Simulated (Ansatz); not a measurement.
A nudged elastic band was laid between two geometries of CH6BN (9 atoms, charge 0, multiplicity 1).

Theory: RKS PBE/def2-SVP (Ansatz 0.2.0).

```
movable images  : 7
climbing image  : yes
spring          : 5.0 eV/Å²
optimiser       : quadratic models (default)
start path      : through a guess of the saddle point
force threshold : 0.05 eV/Å
iteration limit : 60
end points      : relaxed
```

First end point:

```xyz
9
Properties=species:S:1:pos:R:3
B -0.810 0.745 -0.895
N 0.123 0.492 0.112
C 0.566 -0.800 0.607
H -1.344 -0.196 -1.456
H -1.063 1.901 -1.181
H 0.568 1.285 0.581
H 0.051 -1.603 0.046
H 1.662 -0.939 0.481
H 0.336 -0.932 1.687
```

Last end point:

```xyz
9
Properties=species:S:1:pos:R:3
B -0.810 0.745 -0.895
N 0.122 0.491 0.113
C 0.566 -0.800 0.607
H -1.062 1.902 -1.180
H -1.342 -0.196 -1.458
H 0.565 1.285 0.584
H 0.050 -1.603 0.047
H 1.662 -0.939 0.478
H 0.338 -0.932 1.687
```

What changes between the two ends?

No bond is made or broken. The dihedral H4–B1–N2–C3 goes from 0 to 180°. The two ends are copies of one structure, up to a mirror image or an exchange of like atoms.

What energy profile does the band end with?

The run converged. The highest image is number 5 of 0 to 8, 36.9 kcal/mol above the ends, which have the same energy within 2 meV. A vibrational analysis at the climbing image gives one clearly imaginary mode, 737i cm⁻¹: a first-order saddle point.

| image | path coordinate (Å) | energy (kcal/mol) | dihedral H4–B1–N2–C3 (°) |
| --- | --- | --- | --- |
| 0 | 0.00 | 0.0 | 0 |
| 1 | 0.68 | 0.8 | -2 |
| 2 | 1.35 | 1.8 | 0 |
| 3 | 2.03 | 5.8 | 23 |
| 4 | 2.71 | 24.8 | 41 |
| 5 | 3.38 | 36.9 | 60 |
| 6 | 4.17 | 25.0 | 98 |
| 7 | 4.95 | 6.4 | 141 |
| 8 | 5.73 | 0.0 | 180 |

What is the geometry of the highest image?


```xyz
9
Properties=species:S:1:pos:R:3
B -0.800 0.737 -0.803
N 0.519 0.509 -0.203
C 0.577 -0.773 0.519
H -1.818 0.788 -0.110
H -0.919 0.851 -2.015
H 0.693 1.259 0.485
H 0.504 -1.614 -0.201
H 1.558 -0.878 1.026
H -0.226 -0.926 1.286
```

What are the harmonic wavenumbers there?

737i, 195, 231, 579, 924, 943, 987, 1071, 1111, 1154, 1237, 1321, 1398, 1418, 1439, 2419, 2522, 2873, 3002, 3050, 3393 cm⁻¹.

The run took 78 s on 1 CPU thread of a shared host.
